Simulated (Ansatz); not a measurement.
The input, for Ansatz 0.2.0:

```yaml
crystal:
  periodic: [false, false, false]
  atoms:
    - {symbol: Sn, position_ang: [0.000000, -0.014391, 0.000000]}
    - {symbol: H, position_ang: [0.000000, 0.847453, -1.482753]}
    - {symbol: H, position_ang: [0.000000, 0.847453, 1.482753]}
basis:
  gaussian: {orbitals: def2-SVP}
magnetization: {spin_polarized: true, initial_magnetization: 0}
hamiltonian: {xc: {name: B3LYP}}
```

```sh
$ ansatz run in.yaml --threads 1 --pin off --events-out ev --progress --plain --max-ram 2393MiB
```

Output:

```
444 factors; integrals over basis functions are off by at most 5.0e-4 eV
mean field evaluation 1: about -5863.8539 eV, gradient 7.0e0 eV
mean field evaluation 2: about -5864.1930 eV, gradient 3.4e0 eV
mean field evaluation 4: about -5864.2951 eV, gradient 6.4e-1 eV
mean field evaluation 8: about -5864.3066 eV, gradient 1.7e-2 eV
mean field evaluation 16: about -5864.2318 eV, gradient 6.1e-1 eV
mean field -5864.30661425 eV, -215.5092931039 hartree, gradient 1.8e-6 eV, S^2 0.000000; 1 other end points of the search recorded, 0 dependent functions left out
reference -5864.30679971 eV, -215.5092999193 hartree; 12, 12 occupied and 24, 24 virtual orbitals, 444 factors
Total energy: -5864.30679971 eV, -215.5092999193 hartree
```

Ran on 1 thread of Arm Neoverse V1, shared host: 1.4 s wall, 0.15 GiB peak host memory.
